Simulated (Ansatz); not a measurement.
Geometry optimisation, Ansatz, RKS PBE/def2-SVP.

input.yaml

```yaml
crystal:
  periodic: [false, false, false]
  atoms:
    - { symbol: B, position_ang: [0.055252, -0.149875, -0.106721] }
    - { symbol: F, position_ang: [0.002059, -0.603307, 1.151656] }
    - { symbol: "N", position_ang: [1.280943, -0.139279, -0.786839] }
    - { symbol: H, position_ang: [2.158537, -0.431184, -0.354132] }
    - { symbol: H, position_ang: [1.369552, 0.172317, -1.752229] }
    - { symbol: H, position_ang: [-0.968638, 0.203341, -0.662184] }
    - { symbol: H, position_ang: [0.128125, 1.978865, 0.997133] }
    - { symbol: H, position_ang: [0.007971, 1.494621, 1.517516] }
basis:
  gaussian: { orbitals: def2-SVP }
hamiltonian:
  xc: pbe
relax:
  f_tol: 0.03
  max_steps: 50
```

Run as:

```bash
$ ansatz run input.yaml --threads 1 --pin off --max-ram 2048MiB --backend cpu --events-out ev --progress --plain --runs-dir out
```

Where does it end, and by what steps?

It converged. The force dipped under the threshold on the way, but the program's further checks kept it going. After 25 steps the energy has fallen by 0.210 eV; H7 moved furthest, 1.73 Å.

```
step  energy less start (eV)  largest force component (eV/Å)  accepted
   0                  0.0000                           1.456       yes
   1                 -0.1340                           0.259       yes
   2                 -0.1681                           0.157       yes
   3                 -0.1703                           0.424       yes
   4                 -0.1836                           0.156       yes
   5                 -0.1856                           0.123       yes
   6                 -0.1872                           0.411       yes
   7                 -0.1917                           0.146       yes
   8                 -0.1945                           0.151       yes
   9                 -0.1987                           0.030       yes
  10                 -0.1941                           0.612        no
  11                 -0.2002                           0.079       yes
  12                 -0.2004                           0.309       yes
  13                 -0.2032                           0.124       yes
  14                 -0.2053                           0.016       yes
  15                 -0.2063                           0.226       yes
  16                 -0.2079                           0.061       yes
  17                 -0.2079                           0.068       yes
  18                 -0.2085                           0.074       yes
  19                 -0.2062                           0.256        no
  20                 -0.2093                           0.030       yes
  21                 -0.2096                           0.081       yes
  22                 -0.2098                           0.045       yes
  23                 -0.2101                           0.026       yes
  24                 -0.2102                           0.080       yes
  25                 -0.2103                           0.024       yes
```

```xyz
8
Properties=species:S:1:pos:R:3
B 0.112 -0.306 -0.502
F 0.055 0.049 0.801
N 1.359 -0.508 -1.104
H 2.242 -0.399 -0.602
H 1.459 -0.776 -2.082
H -0.926 -0.440 -1.124
H -0.145 2.784 2.503
H -0.121 2.121 2.114
```

Time of the run: 32 s on 1 thread of Arm Neoverse V2, on a shared host, peak memory 0.12 GiB.
